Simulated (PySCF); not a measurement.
Species: C3H3FN2.
Atom-mapped SMILES: `[F:1][c:2]1[cH:3][cH:4][nH:5][n:6]1`

Structure used (PBE0-D3(BJ)/def2-SVP), in Å, numbered top down from 1:
```xyz
9
C3H3FN2 angstrom
F      1.9374   -0.8895   -1.2889
C      0.9117   -0.5018   -0.5606
C      0.2565    0.7440   -0.6395
C     -0.7290    0.6366    0.3239
N     -0.5951   -0.5911    0.8711
N      0.4016   -1.3040    0.3444
H      0.4760    1.5812   -1.2954
H     -1.4972    1.3347    0.6501
H     -1.1594   -1.0025    1.6023
```

The computed photoelectron lines, unassigned: C 1s: 290.80 (area 1), 291.90 (area 1), 293.50 (area 1) eV; N 1s: 405.55 (area 1), 407.44 (area 1) eV; F 1s: 693.41 eV.

Computed, not measured: PySCF, delta-SCF UKS SCAN, pcX-2 on the ionised atom, pcseg-1 elsewhere, spin-free X2C. Geometry: PBE0-D3(BJ)/def2-SVP; no solvent, vibrations or thermal averaging.

**Question.** Assign the C 1s lines to atoms.

**Answer.** 290.80 eV: C3 (aromatic CH carbon); 291.90 eV: C4 (aromatic CH next to a ring nitrogen); 293.50 eV: C2 (aromatic C–F carbon). Lowest listed C 1s: C3, bonded to 2 C (aromatic in the SMILES) and H. Highest, 2.70 eV above it: C2, bonded to F, N (aromatic in the SMILES) and C (aromatic in the SMILES). The widest gap between neighbouring values is 1.60 eV, between 291.90 and 293.50 eV. Summing the Pauling electronegativity differences to the bonded atoms, each weighted by its formal bond order, gives -0.35 for the lowest site and +2.17 for the highest; no listed site has a larger sum than the highest.

**Question.** Which nitrogen gives which N 1s line?

**Answer.** 405.55 eV: N6 (pyridine-type nitrogen); 407.44 eV: N5 (pyrrole-type nitrogen). Lowest listed N 1s: N6, bonded to N (aromatic in the SMILES) and C (aromatic in the SMILES). Highest, 1.89 eV above it: N5, bonded to N (aromatic in the SMILES), C (aromatic in the SMILES) and H.

Bonded neighbours of each site: F1: C; C2: F, N (aromatic in the SMILES) and C (aromatic in the SMILES); C3: 2 C (aromatic in the SMILES) and H; C4: N (aromatic in the SMILES), C (aromatic in the SMILES) and H; N5: N (aromatic in the SMILES), C (aromatic in the SMILES) and H; N6: N (aromatic in the SMILES) and C (aromatic in the SMILES).

**Question.** Which effective nuclear charge Zeff reproduces each element's mean 1s value in the hydrogen-like formula E = 13.606 eV × Zeff²?

**Answer.** C (Z = 6): mean 292.1 eV, Zeff = 4.63, Z − Zeff = 1.37; N (Z = 7): mean 406.5 eV, Zeff = 5.47, Z − Zeff = 1.53; F (Z = 9): mean 693.4 eV, Zeff = 7.14, Z − Zeff = 1.86. Means run over the listed sites, weighted by atom count.
